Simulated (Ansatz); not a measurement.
**SiH5O+: one structure at several levels**

One table from this session's results is given with a row withheld; the runs are named, their logs left out.

Method: single points in def2-TZVPP; program: Ansatz 0.2.0, Gaussian basis.

Cores are frozen in the correlated methods.

## The system as given

SMILES `[OH2+][SiH3]`, 7 atoms, charge 1, spin multiplicity 1.

Atoms are counted from 1 here; the program's logs count them from 0.

Bond lengths: O1–Si2 1.826 Å, O1–H3 0.995 Å, O1–H4 1.072 Å, Si2–H5 1.491 Å, Si2–H6 1.594 Å, Si2–H7 1.396 Å. Angles: Si2–O1–H3 115.4°, Si2–O1–H4 126.4°, H3–O1–H4 118.1°, O1–Si2–H5 104.7°, O1–Si2–H6 99.4°, O1–Si2–H7 99.5°, H5–Si2–H6 120.9°, H5–Si2–H7 117.9°, H6–Si2–H7 109.9°.

Coordinates:

```xyz
7
H5OSi
O    -0.03910   -0.99930    0.03700
Si    0.09810    0.80660   -0.19900
H    -0.90040   -1.40360   -0.25450
H     0.67870   -1.63340    0.51750
H    -0.48720    1.05790   -1.54700
H    -0.64760    1.29780    1.12090
H     1.47850    0.95470   -0.04890
```

Set-up of the first run:

File run/in.yaml:

```yaml
crystal:
  periodic: [false, false, false]
  atoms:
    - {symbol: O, position_ang: [-0.039100, -0.999300, 0.037000]}
    - {symbol: Si, position_ang: [0.098100, 0.806600, -0.199000]}
    - {symbol: H, position_ang: [-0.900400, -1.403600, -0.254500]}
    - {symbol: H, position_ang: [0.678700, -1.633400, 0.517500]}
    - {symbol: H, position_ang: [-0.487200, 1.057900, -1.547000]}
    - {symbol: H, position_ang: [-0.647600, 1.297800, 1.120900]}
    - {symbol: H, position_ang: [1.478500, 0.954700, -0.048900]}
basis:
  gaussian: {orbitals: def2-TZVPP}
total_charge: 1
correlation: {method: ccsd_t}
output: {forces: true}
```

No record of the launch command was kept for these runs.

Steps of the session up to this table: CCSD(T)/def2-TZVPP; PBE0-D4/def2-TZVPP; wB97M-V/def2-TZVPP; r2SCAN-D4/def2-TZVPP; PBE-D4/def2-TZVPP; revPBE-D4/def2-TZVPP; BHLYP-D4/def2-TZVPP.

One table of the session follows, with a row left open; its other results are not shown here.

```
   method  RMS force component (eV/Å)  angle to CCSD(T) forces (°)
  CCSD(T)                       1.295                    reference
  PBE0-D4                       1.297                          2.7
  wB97M-V                       1.287                          2.2
r2SCAN-D4                       1.263                          2.3
   PBE-D4                       1.197                          7.6
revPBE-D4                           ?                            ?
 BHLYP-D4                       1.380                          5.1
```

**Question.** Estimate the row for revPBE-D4.

As computed: RMS force component (eV/Å): 1.210; angle to CCSD(T) forces (°): 8.0. In the column «RMS force component (eV/Å)» it lies between PBE-D4 (1.197) and r2SCAN-D4 (1.263).
